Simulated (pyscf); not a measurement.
Structures and frequencies: ωB97X-D3(BJ)/def2-SVP in PySCF.

Q: Estimate the classical barrier height and the reaction energy of HO–SiH₃ (SMILES O[SiH3]) + HO–Nb(Cl)(Cl)(Cl)–Cl (SMILES [OH][Nb]([Cl])([Cl])([Cl])[Cl]) -> HO–SiH₂–O–Nb(Cl)(Cl)(Cl)–Cl (SMILES O[SiH2][O][Nb]([Cl])([Cl])([Cl])[Cl]) + H₂ (SMILES [H][H]) at ωB97M-D3(BJ)/def2-TZVP. The step runs on the singlet surface, breaks H–O, Nb–O, H–Si and forms Nb–O, H–H, O–Si; take the separated reactants as zero.

A: ΔE‡ = 15.8 kcal/mol, ΔE = -27.9 kcal/mol. Zero-point energy shifts the barrier by -0.4 kcal/mol. It is a multi-bond step, with an imaginary mode of 1558i cm⁻¹. On the reactant side the descent ends in an adduct with a Nb–O contact (not fully relaxed), 19.6 kcal/mol under the separated species and 30.9 kcal/mol under the saddle at ωB97X-D3(BJ)/def2-TZVP. On the product side the descent ends in an adduct with a Nb–O, Nb–Si contact, 3.5 kcal/mol under the separated species and 45.1 kcal/mol under the saddle at ωB97X-D3(BJ)/def2-TZVP. What is counted as formed (Nb–O) is already present as a longer contact in the reactant adduct; forming that adduct is a step of its own. What is counted as broken (Nb–O) persists as a longer contact in the product adduct; parting that adduct is a step of its own. At ωB97X-D3(BJ)/def2-TZVP the barrier from the zero used here is 11.3 kcal/mol. This is the saddle that the search found; another between the same sides may lie lower. Elements past Kr carry the def2 core potentials, without spin-orbit coupling.
